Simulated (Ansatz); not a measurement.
System: C$_{2}$H$_{3}$Cl, charge 0, singlet. C2H3Cl (SMILES C=CCl).
B3LYP-D3(BJ)/def2-TZVP minimum from Ansatz (an electronic-structure program):
```
C
C 1 1.3205
H 1 1.0805 2 123.94
H 2 1.0811 1 122.25 3 180.00
H 2 1.0820 4 118.23 1 180.00
Cl 1 1.7376 3 112.62 2 180.00
```
Charge 0, spin multiplicity 1.

Total energies in hartree (Ansatz). Open shells are spin-unrestricted; no spin-orbit coupling. Correlated methods leave the cores frozen. No relativity. For partners of very few electrons the exact lower level stands in for a higher one.

```tsv
species	HF/cc-pV(T+d)Z	CCSD(T)/cc-pV(T+d)Z	HF/cc-pV(Q+d)Z	CCSD(T)/cc-pV(Q+d)Z	CCSD(T)/cc-pV(D+d)Z	CCSDT(Q)/cc-pV(D+d)Z
1: C2H3Cl (SMILES C=CCl)	-537.00250	-537.57646	-537.01120	-537.62266	-537.42185	-537.42369
2: C (triplet)	-37.69157	-37.78076	-37.69331	-37.78654	-37.76038	-37.76071
3: Cl (doublet)	-459.48556	-459.67356	-459.48916	-459.69449	-459.60403	-459.60445
4: H (doublet)	-0.49981	-0.49981	-0.49995	-0.49995	-0.49928	-0.49928
```

Problem. Work out the atomisation energy (electronic, to ground-state atoms) in kcal/mol: take Hartree-Fock from cc-pV(Q+d)Z, extrapolate the CCSD(T) correlation energy as X^-3 (X = 3, 4), and add CCSDT(Q) - CCSD(T) in cc-pV(D+d)Z. 1 hartree = 627.51 kcal/mol.

Solution. 
Species 1: correlation (64·(-0.61146) - 27·(-0.57396))/37 = -0.63882; step -0.00184; E1 = -537.01120 + (-0.63882) + (-0.00184) = -537.65186
Species 2: correlation (64·(-0.09323) - 27·(-0.08919))/37 = -0.09618; step -0.00033; E2 = -37.69331 + (-0.09618) + (-0.00033) = -37.78982
Species 3: correlation (64·(-0.20533) - 27·(-0.18800))/37 = -0.21798; step -0.00042; E3 = -459.48916 + (-0.21798) + (-0.00042) = -459.70756
Species 4: correlation (64·(0.00000) - 27·(0.00000))/37 = 0.00000; step +0.00000; E4 = -0.49995 + (0.00000) + (+0.00000) = -0.49995
-1·E1 +2·E2 +1·E3 +3·E4 = 0.86481 hartree = 542.7 kcal/mol.
